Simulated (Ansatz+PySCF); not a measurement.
Two shapes of singlet Si₂H₆.

Shape 1:

```xyz
8

Si    0.0000    0.0000   -1.1732
Si    0.0000    0.0000    1.1732
H     0.0000   -1.4036   -1.6897
H    -1.2155    0.7018   -1.6897
H     1.2155    0.7018   -1.6897
H     0.0000    1.4036    1.6897
H    -1.2155   -0.7018    1.6897
H     1.2155   -0.7018    1.6897
```

Shape 2:

```xyz
8

Si   -0.0418   -0.0132   -1.1492
Si   -0.0316   -0.0076    1.2112
H     0.0047   -1.3861   -1.6431
H    -1.2580    0.7107   -1.6648
H     1.1772    0.6705   -1.6824
H    -0.0349    1.3847    1.6594
H    -1.1863   -0.7308    1.7180
H     1.2407   -0.7414    1.6725
```

Basis set: def2-SVP (spherical functions). Frozen core: 10 orbitals. Charge 0, multiplicity 1.

Computed with Ansatz (development build ahead of 0.2.0); each method stands on the lowest determinant of its kind that the runs found.

Q: Which shape is lower in energy, and by how much in each method?

A:

```json
{"method": "RHF-CCSD", "E(2) − E(1) (eV)": "0.061"}
{"method": "PBE (restricted)", "E(2) − E(1) (eV)": "0.078"}
{"method": "PBE0 (unrestricted)", "E(2) − E(1) (eV)": "0.071"}
{"method": "r²SCAN (restricted)", "E(2) − E(1) (eV)": "0.070"}
{"method": "r²SCAN (unrestricted)", "E(2) − E(1) (eV)": "0.070"}
```

Shape 1 is lower.
